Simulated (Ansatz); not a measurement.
The parent structure is MgSe in the rock salt structure (space group Fm-3m, No. 225; a = 5.508 Å).

All numbers come from DFT with PBE, PAW potentials and a 420 eV plane-wave cutoff in Ansatz (a quantum-chemistry and plane-wave program), no spin-orbit coupling, earlier PAW set.

It is then changed as follows: every Se is replaced by S, then cell and atoms are relaxed.

Measured lattice parameter a: MgSe 5.46 Å (room temperature; as listed in M J Lucero, T M Henderson, G E Scuseria, Journal of Physics Condensed Matter (2012)); MgS 5.188 Å (static lattice; corrected from measurement; as listed in Tamar Goldzak et al., The Journal of Chemical Physics (2022)).

Question: How well does PBE reproduce the measured shift?

Answer: With PBE the lattice parameter a moves by -0.279 Å (5.508 → 5.230) against -0.272 Å measured. The two measured values stand on different bases (one corrected, one not), which blurs small differences.

Stability against distortions was not tested.
